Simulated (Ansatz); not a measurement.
**CH₅ (doublet): from Hartree-Fock to the top rungs at distance H1–H2 along a hydrogen transfer = 0.944 Å, 6-31G**

Aim: climb from Hartree-Fock through coupled cluster and multireference methods for CH₅ (doublet) at one geometry and basis, and see what each rung misses.

Method: 6-31G, core rule «outside noble gas», up to 1 orbitals frozen; program: Ansatz 0.2.0, Gaussian basis.

The runs, in order: UHF; CCSD(T) on ROHF; CCSD(T) on UHF; BCCD(T) on ROHF; CISD; CCSDT(Q) on ROHF; CCSDT(Q) on UHF; CCSDTQ on ROHF; CASSCF and MRCISD+Q, 3 electrons in 3 orbitals; CASSCF and NEVPT2, 3 electrons in 3 orbitals; CASSCF and MRCISD+Q, 9 electrons in 9 orbitals; CASSCF and NEVPT2, 9 electrons in 9 orbitals; Full CI.

8 further runs of the same task are left out: 1 for a mislabelled method, 5 that didn't finish, 2 set aside as unsound or not needed.

### Step 1. The geometry

The geometry derives from fragments relaxed apart (PBE0/def2-TZVP) and kept rigid, so it is no stationary point. A hydrogen atom is moved between rigid fragments.

6 atoms, charge 0, spin multiplicity 2.

Atoms are counted from 1 here; the program's logs count them from 0.

Bond lengths: H2–C3 1.123 Å, C3–H4 1.080 Å, C3–H5 1.080 Å, C3–H6 1.080 Å. Angles: H2–C3–H4 90.0°, H2–C3–H5 90.0°, H2–C3–H6 90.0°, H4–C3–H5 120.0°, H4–C3–H6 120.0°, H5–C3–H6 120.0°.

Geometry (Å):

```
atom     x (Å)     y (Å)     z (Å)
  H1  -1.87842   0.00000   0.00000
  H2  -0.93442   0.00000   0.00000
  C3   0.18858   0.00000   0.00000
  H4   0.18858  -1.08002   0.00000
  H5   0.18858   0.54001   0.93533
  H6   0.18858   0.54001  -0.93533
```

### Step 2. UHF

File in.yaml:

```yaml
crystal:
  periodic: [false, false, false]
  atoms:
    - {symbol: H, position_ang: [-1.878422, 0.000000, 0.000000]}
    - {symbol: H, position_ang: [-0.934422, 0.000000, 0.000000]}
    - {symbol: C, position_ang: [0.188578, 0.000000, 0.000000]}
    - {symbol: H, position_ang: [0.188578, -1.080023, 0.000000]}
    - {symbol: H, position_ang: [0.188578, 0.540011, 0.935327]}
    - {symbol: H, position_ang: [0.188578, 0.540012, -0.935327]}
basis:
  gaussian: {orbitals: 6-31G}
magnetization: {spin_polarized: true, initial_magnetization: 1}
hamiltonian: {xc: hf}
output: {orbitals: {seedname: orbitals}}
```

Started as:

```
ansatz run in.yaml --threads 1 --pin off --events-out ev --progress --plain --max-ram 2393MiB
```

The runs that follow: CCSD(T) on ROHF; CCSD(T) on UHF; BCCD(T) on ROHF; CISD; CCSDT(Q) on ROHF; CCSDT(Q) on UHF; CCSDTQ on ROHF; CASSCF and MRCISD+Q, 3 electrons in 3 orbitals; CASSCF and NEVPT2, 3 electrons in 3 orbitals; CASSCF and MRCISD+Q, 9 electrons in 9 orbitals; CASSCF and NEVPT2, 9 electrons in 9 orbitals; Full CI.

Before running them: what should the planned runs give, taken together? Wanted: FCI below the RHF energy; RMP2 from FCI; UMP2 from FCI; RCCSD from FCI; RCCSD(T) from FCI; UCCSD(T) from FCI; RCCSDT(Q) from FCI; UCCSDT(Q) from FCI; NEVPT2 pair from FCI.

**Answer**, as computed:

| quantity | value |
| --- | --- |
| FCI below the RHF energy | -3.6941 eV |
| RMP2 from FCI | +653.5 meV |
| UMP2 from FCI | +677.7 meV |
| RCCSD from FCI | +67.6 meV |
| RCCSD(T) from FCI | +11.5 meV |
| UCCSD(T) from FCI | +12.0 meV |
| RCCSDT(Q) from FCI | +0.2 meV |
| UCCSDT(Q) from FCI | +0.1 meV |
| NEVPT2 pair from FCI | +539.5 meV |
| MRCISD+Q pair from FCI | +21.7 meV |
| NEVPT2 valence from FCI | +272.8 meV |
| levels within 1 kcal/mol (43 meV) | RCCSD(T), UCCSD(T), BCCD(T), RCCSDT, UCCSDT, RCCSDT(Q), UCCSDT(Q), RCCSDTQ, MRCISD+Q pair, MRCISD valence, MRCISD+Q valence |
| T1 diagnostic | 0.019 |
| effectively unpaired electrons | 1.03 |

**Reading.** RCCSD(T) misses by +11.5 meV, 0.3 % of the correlation energy. One determinant dominates. Of the multireference levels listed MRCISD+Q valence comes nearest in total energy (+3.8 meV), which doesn't show that its space is the better one. These misses are within one basis, not against nature; the frozen cores of restricted and unrestricted runs differ, which can shift their rows.
